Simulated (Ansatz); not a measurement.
# H2Si2: the cost of one run

Computed with Ansatz 0.2.0, Gaussian basis. Level: def2-TZVPP, core rule «outside noble gas», up to 10 orbitals frozen.

To be run: UHF; ROHF; CCSD(T) on UHF.

2 further runs of the same task are left out: 2 set aside as unsound or not needed.

## (1) The geometry

The geometry is a PBE0/def2-TZVP stationary point (not a proven minimum) of the parent state, kept for this charge and spin.

4 atoms, charge 1, spin multiplicity 2.

Atoms are counted from 1 here; the program's logs count them from 0.

Bond lengths: Si1–Si2 2.273 Å, Si1–H3 1.514 Å, Si2–H4 1.514 Å. Angles: Si2–Si1–H3 104.6°, Si1–Si2–H4 104.6°.

## (2) UHF

Input file in.yaml:

```yaml
crystal:
  periodic: [false, false, false]
  atoms:
    - {symbol: Si, position_ang: [0.000000, -0.135595, 1.128508]}
    - {symbol: Si, position_ang: [0.000000, 0.135595, -1.128508]}
    - {symbol: H, position_ang: [0.000000, 1.273421, 1.682307]}
    - {symbol: H, position_ang: [0.000000, -1.273421, -1.682307]}
basis:
  gaussian: {orbitals: def2-TZVPP}
total_charge: 1
magnetization: {spin_polarized: true, initial_magnetization: 1}
hamiltonian: {xc: hf}
output: {orbitals: {seedname: orbitals}}
```

Run with:

```console
ansatz run in.yaml --threads 1 --pin off --events-out ev --progress --plain --max-ram 4096MiB --backend cpu
```

What time and memory should one allow on 1 thread of AMD EPYC 7R13, shared host?

About 11 s, with a peak of 0.26 GiB.
